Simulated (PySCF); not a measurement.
Species: C5H9F.
Numbering: `[CH2:1]=[CH:2][C@H:3]([F:4])[CH2:5][CH3:6]` (hydrogens: H7, H8 on C1; H9 on C2; H10 on C3; H11, H12 on C5; H13, H14, H15 on C6)

Structure used (PBE0-D3(BJ)/def2-SVP), in Å, numbered top down from 1:
```
atom  x, y, z in Å
C1     2.629    0.156    0.062
C2     1.493    0.293   -0.618
C3     0.162    0.556    0.013
F4     0.307    0.711    1.377
C5    -0.845   -0.553   -0.251
C6    -2.202   -0.287    0.376
H7     3.575   -0.044   -0.447
H8     2.640    0.246    1.151
H9     1.481    0.207   -1.711
H10   -0.242    1.512   -0.376
H11   -0.415   -1.493    0.135
H12   -0.937   -0.679   -1.343
H13   -2.663    0.626   -0.036
H14   -2.895   -1.122    0.197
H15   -2.105   -0.151    1.462
```

The calculation used core-valence-separated Tamm–Dancoff BHandHLYP/aug-pcX-1 (pcseg-1 on H) in PySCF, non-relativistic, gas phase, PBE0-D3(BJ)/def2-SVP geometry. The energies are unshifted.

The lowest roots of each edge with f over 0.003 (five at most, numbered afresh; weaker and dark ones are left out), with transition dipoles (au) in the frame of the coordinates:

| root | edge | E (eV) | μx | μy | μz |
| --- | --- | --- | --- | --- | --- |
| 1 | C | 282.54 | 0.0153 | 0.0912 | -0.0078 |
| 2 | C | 282.75 | 0.0154 | 0.0937 | -0.0074 |
| 3 | C | 285.36 | -0.0366 | 0.0030 | 0.0008 |
| 4 | C | 285.69 | -0.0005 | 0.0296 | 0.0417 |
| 5 | C | 285.75 | 0.0360 | -0.0059 | 0.0024 |
| 6 | F | 685.52 | 0.0041 | 0.0028 | 0.0396 |
| 7 | F | 686.75 | 0.0019 | -0.0031 | 0.0237 |

Q: What are the oscillator strengths?

A: f = (2/3) ΔE |μ|², with ΔE in hartree (27.2114 eV):

| root | ΔE (Eh) | \|μ\|² (au) | f | core hole on |
| --- | --- | --- | --- | --- |
| 1 | 10.3833 | 0.008612 | 0.060 | C1 |
| 2 | 10.3908 | 0.009072 | 0.063 | C2 |
| 3 | 10.4866 | 0.001349 | 0.009 | C6 |
| 4 | 10.4988 | 0.002615 | 0.018 | C5 |
| 5 | 10.5009 | 0.001337 | 0.009 | C1 |
| 6 | 25.1924 | 0.001593 | 0.027 | F4 |
| 7 | 25.2376 | 0.000575 | 0.010 | F4 |

Q: Molecules are fixed in this frame and the field points along (1, 0, −1)/√2. What effective strengths 3 f cos²θ do the roots have (θ between field and μ)?

A: root 1 (C1): 0.006, root 2 (C2): 0.005, root 3 (C6): 0.015, root 4 (C5): 0.019, root 5 (C1): 0.012, root 6 (F4): 0.032, root 7 (F4): 0.012. Root 6 is the strongest. Averaged over all orientations cos²θ is 1/3, which gives f back.

On one thread, Intel Xeon at 2.60 GHz (x86_64), no GPU, on a shared host, this took 22 s and 0.85 GiB of memory at its peak.

One conformer stands for the species.
